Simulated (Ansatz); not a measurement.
Input file:

```yaml
crystal:
  periodic: [false, false, false]
  atoms:
    - {symbol: Cl, position_ang: [-0.772453, 0.000000, 0.000000]}
    - {symbol: H, position_ang: [0.820547, 0.000000, 0.000000]}
    - {symbol: B, position_ang: [1.990547, 0.000000, 0.000000]}
    - {symbol: H, position_ang: [2.499620, 0.000000, 1.077008]}
    - {symbol: H, position_ang: [2.499620, 0.000000, -1.077008]}
basis:
  gaussian: {orbitals: STO-3G}
magnetization: {spin_polarized: true, initial_magnetization: 1}
correlation: {method: ccsdt_q, electrons: outside_noble_gas}
output: {forces: true}
```

```sh
$ ansatz run in.yaml --threads 1 --pin off --events-out ev --progress --plain --max-ram 2393MiB
```

Log:

```
267 factors; integrals over basis functions are off by at most 3.7e-8 eV
mean field evaluation 1: about -13074.1671 eV, gradient 1.2e1 eV
mean field evaluation 2: about -13074.1984 eV, gradient 1.2e1 eV
mean field evaluation 4: about -13076.9430 eV, gradient 2.3e0 eV
mean field evaluation 8: about -13077.0695 eV, gradient 2.0e-2 eV
mean field evaluation 16: about -13077.0344 eV, gradient 5.0e-1 eV
mean field evaluation 32: about -13075.5336 eV, gradient 9.3e-1 eV
mean field evaluation 64: about -13070.6532 eV, gradient 1.3e0 eV
mean field evaluation 96: about -13068.1928 eV, gradient 9.6e0 eV
mean field evaluation 128: about -13061.4979 eV, gradient 2.0e0 eV
mean field evaluation 160: about -13075.3694 eV, gradient 1.1e-1 eV
mean field -13077.06948977 eV, -480.5734397930 hartree, gradient 2.6e-6 eV, S^2 0.756095; 4 other end points of the search recorded, 0 dependent functions left out
determinant -13077.06948977 eV, -480.5734397930 hartree, with singles and doubles -13078.53470272 eV, -480.6272853758 hartree
determinant -13075.39884462 eV, -480.5120447161 hartree, with singles and doubles -13076.82438292 eV, -480.5644322824 hartree
determinant -13075.36941998 eV, -480.5109633804 hartree, with singles and doubles -13076.79505976 eV, -480.5633546763 hartree
6 core orbitals not correlated: weight in the atoms' cores, before any rotation towards them, 1.000 or more for the frozen orbitals, at most 0.000 for the correlated occupied ones
reference -13077.06948977 eV, -480.5734397930 hartree; 7, 6 occupied and 4, 5 virtual orbitals, 267 factors
second order -1.00763381 eV of doubles, -0.00000000 eV of singles
cycle   1  -1.30639576 eV  change   -3.0e-1 eV  update   4.1e-2
cycle   2  -1.46657444 eV  change   -1.6e-1 eV  update   1.7e-2
cycle   3  -1.47584914 eV  change   -9.3e-3 eV  update   4.5e-3
cycle   4  -1.47755243 eV  change   -1.7e-3 eV  update   2.2e-3
cycle   5  -1.47777376 eV  change   -2.2e-4 eV  update   1.2e-3
cycle   6  -1.47768281 eV  change    9.1e-5 eV  update   5.8e-4
cycle   7  -1.47768336 eV  change   -5.5e-7 eV  update   2.6e-4
cycle   8  -1.47773791 eV  change   -5.5e-5 eV  update   1.1e-4
cycle   9  -1.47774800 eV  change   -1.0e-5 eV  update   5.4e-5
cycle  10  -1.47772725 eV  change    2.1e-5 eV  update   1.8e-5
cycle  11  -1.47772432 eV  change    2.9e-6 eV  update   6.1e-6
cycle  12  -1.47772322 eV  change    1.1e-6 eV  update   2.8e-6
cycle  13  -1.47772477 eV  change   -1.5e-6 eV  update   1.5e-6
cycle  14  -1.47772555 eV  change   -7.8e-7 eV  update   8.4e-7
perturbative correction -0.00021923 eV, -0.0000080565 hartree
the calculation of the forces begins
Total energy: -13078.54743455 eV, -480.6277532618 hartree
Atom 0 at    -0.772453     0.000000     0.000000 Å, force    -3.064004     0.000000    -0.000000 eV/Å
Atom 1 at     0.820547     0.000000     0.000000 Å, force     0.355382    -0.000000    -0.000000 eV/Å
Atom 2 at     1.990547     0.000000     0.000000 Å, force     2.148538    -0.000000     0.000000 eV/Å
Atom 3 at     2.499620     0.000000     1.077008 Å, force     0.280042    -0.000000    -0.389623 eV/Å
Atom 4 at     2.499620     0.000000    -1.077008 Å, force     0.280042    -0.000000     0.389623 eV/Å
Dipole moment:     0.305431     0.000000     0.000000 e Å
```

Forces (eV/Å):
```
Cl  -3.064  0.000  0.000
H    0.355  0.000  0.000
B    2.149  0.000  0.000
H    0.280  0.000 -0.390
H    0.280  0.000  0.390
```

Ran on 1 thread of Arm Neoverse V1, shared host: 8.5 s wall, 0.22 GiB peak host memory.
